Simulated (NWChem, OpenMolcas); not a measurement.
## How methods differ on [SiH3]+ (SMILES [SiH3+])

[SiH3]+: 4 atoms, total charge +1, spin state singlet. As SMILES, `[SiH3+]`. Geometry: relaxed at PBE0-D4/def2-TZVP.

Each level gives the vertical energy of the triplet above the singlet (eV). The values are calculated.

```csv
level,kind,program,value (eV),CPU time (all runs)
M06-2X/x2c-SVPall-2c (DKH3),hybrid meta-GGA,NWChem,5.25,25 s
"CASPT2(6,7)/3-21G",multireference,OpenMolcas,5.22,5.3 s
"CASPT2(6,7)/6-31G",multireference,OpenMolcas,5.21,3.8 s
"CASSCF(6,7)/3-21G",multireference,OpenMolcas,5.27,4.8 s
"CASSCF(6,7)/6-31G",multireference,OpenMolcas,5.25,3.8 s
"MC-PDFT[tPBE](6,7)/3-21G",multireference,OpenMolcas,5.13,5.5 s
"MC-PDFT[tPBE](6,7)/6-31G",multireference,OpenMolcas,5.12,4.2 s
"MRCI(6,7)/3-21G",multireference,OpenMolcas,5.21,8.4 s
"MRCI(6,7)/6-31G",multireference,OpenMolcas,5.20,5.5 s
"SC-NEVPT2(6,7)/3-21G",multireference,OpenMolcas,5.21,5.4 s
```

The values span 5.12 to 5.27 eV. A triplet this far above the singlet is often a Rydberg-like or dissociative state; sets without diffuse functions put Rydberg states too high. Times are those of the runs behind each value, whatever else they computed, on shared processors of several kinds: orders of magnitude only.
